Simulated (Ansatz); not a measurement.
The first iterations of a band of AlF$_{2}$H (4 atoms, charge 0, multiplicity 1).

The calculation used RKS PBE/6-31G* (Ansatz 0.2.0).

```json
{"movable images": "7", "climbing image": "yes", "spring": "5.0 eV/Å²", "optimiser": "fire", "start path": "through a guess of the saddle point", "force threshold": "0.05 eV/Å", "iteration limit": "60", "end points": "relaxed", "largest step": "0.02 Å"}
```

Image 0:

```xyz
4
Properties=species:S:1:pos:R:3
Al 0.374 0.000 0.249
H 0.319 0.000 1.828
F 1.826 0.000 -0.557
F -1.020 0.000 -0.655
```

Image 8:

```xyz
4
Properties=species:S:1:pos:R:3
Al -0.777 0.000 0.437
H 1.626 0.000 1.312
F 1.554 0.000 0.359
F -0.903 0.000 -1.242
```

| iteration | highest image above the first end (eV) | largest band force component (eV/Å) |
| --- | --- | --- |
| 1 | 3.329 | 7.215 |
| 2 | 3.259 | 4.937 |
| 3 | 3.251 | 3.127 |
| 4 | 3.236 | 1.693 |
| 5 | 3.205 | 1.195 |
| 6 | 3.152 | 1.299 |
| 7 | 3.085 | 1.382 |
| 8 | 3.014 | 1.423 |
| 9 | 3.001 | 1.354 |
| 10 | 2.998 | 1.318 |
| 11 | 2.995 | 1.215 |
| 12 | 2.991 | 1.055 |
| 13 | 2.987 | 0.918 |
| 14 | 2.981 | 0.731 |
| 15 | 2.976 | 0.657 |
| 16 | 2.967 | 0.553 |

Question: Does the band converge within its limit, and where does its top end?

Answer: The run converged. It ended after 48 iterations with the highest image 2.774 eV above the first end. Another band between the same ends (7 images) ends at a top of the same energy, where a vibrational analysis finds 1 clearly imaginary mode. The orbitals stay closed-shell, which can raise the energy where a bond breaks towards radicals; this wasn't checked here.

Time of the run: 4.7 min on 1 thread of Arm Neoverse V1 (shared host), peak memory 0.092 GiB.
